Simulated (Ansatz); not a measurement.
GeSe (Pnma, No. 62), treated with G0W0@PBEsol (hard PAW, contour deformation; Ansatz, a first-principles code).

The cell has the measured lattice parameters. Conventional cell: a = 10.8200 Å, b = 3.8500 Å, c = 4.4000 Å, α = 90.00°, β = 90.00°, γ = 90.00°.

The quasiparticle gap at Γ at a fixed k mesh 1×2×2:

```tsv
response cutoff	value (eV)
105 eV, 823 empty bands	1.097
140 eV, 1267 empty bands	1.140
175 eV, 1770 empty bands	1.164
210 eV, 2327 empty bands	1.179
```

**Question.** Taking the value to converge with the response cutoff E as E^(−3/2), extrapolate from the last two rows.

**Answer.** With y = y∞ + c/w and weights w = 2315 and 3043 for the last two rows, y∞ = (w2 y2 − w1 y1)/(w2 − w1) = (3043 × 1.179 − 2315 × 1.164)/728 = 1.227 eV, which lies 0.048 beyond the last row. Successive pairs of rows give 1.220, 1.224, 1.227. The limit also hangs on the law assumed, so its last digits aren't firm.

The other settings are not extrapolated, so this is the limit in one setting alone.

Spin–orbit coupling is not included.

Note: filled d or f shells below the valence bands can shift G0W0 gaps through exchange with them, which wasn't tested here.
